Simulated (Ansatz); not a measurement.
A calculation on 1T (CdI2-type) PtSe₂ returned lattice constant a 3.751 Å, lattice parameter c 6.472 Å.

For reference: lattice constant a 3.727 Å (measured, temperature not stated, not corrected to a static lattice; as tabulated in Björkman (2014), arXiv:1406.2436); lattice parameter c 5.074 Å (measured, temperature not stated, zero-point anharmonic expansion removed (computed with revB86b-DF2); no thermal correction; as tabulated in Björkman (2014), arXiv:1406.2436).

Task: Which level of theory produced these numbers?
A. LDA (Ansatz, a first-principles code)
B. PBE+SOC (Ansatz)
C. PBE0-D4 (Ansatz)
D. r²SCAN0 (Ansatz)

Result: B, PBE+SOC (Ansatz)

The others give: r²SCAN0 3.675 Å, 6.054 Å; LDA 3.741 Å, 4.762 Å; PBE0-D4 3.713 Å, 4.967 Å.

Unless a cell is named, each level is at its own relaxed cell (LDA 19.24, PBE+SOC 26.28, PBE0-D4 19.77, r²SCAN0 23.61 Å³/atom).

Caveats: LDA has no dispersion term either, though it tends to give short spacings of layers, chains or molecules (LDA); exact exchange on metals is sensitive to the k mesh and can open a false gap (PBE0-D4); for a layered or molecular solid the relaxed cell lies over 5 % above the published volume, where the minimum can be shallow (PBE+SOC); the cell comes from a level without a dispersion term, which matters for the spacing of layers, chains or molecules (r²SCAN0, PBE+SOC); the run warned that the count of filled bands differs between k points (PBE0-D4). Ansatz's density-functional and Hartree–Fock values are scalar-relativistic unless marked +SOC, with PAW data made under PBE.
